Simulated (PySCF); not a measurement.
C3H4, SMILES C=C=C.

Coordinates come from a PBE0-D3(BJ)/def2-TZVP optimisation.

Method: PySCF with SMD-B3LYP/def2-SVP.

Solvation free energies are E(SMD) − E(gas) at the gas-phase geometry, for 1 M in both phases. In vacuum the dipole moment is 0.00 D.

| solvent | ΔG(solv) (kcal/mol) | its non-electrostatic (CDS) part | dipole (D) |
|---|---|---|---|
| water | 1.4 | 3.7 | 0.00 |
| acetonitrile | [?] | [?] | [?] |
| dimethylsulfoxide | -0.3 | 1.9 | 0.00 |

Complete the blanks. (An estimate is asked for; the answer gives what the named calculation found.)


- acetonitrile, ΔG(solv) (kcal/mol): -1.6
- acetonitrile, its non-electrostatic (CDS) part: 0.6
- acetonitrile, dipole (D): 0.00
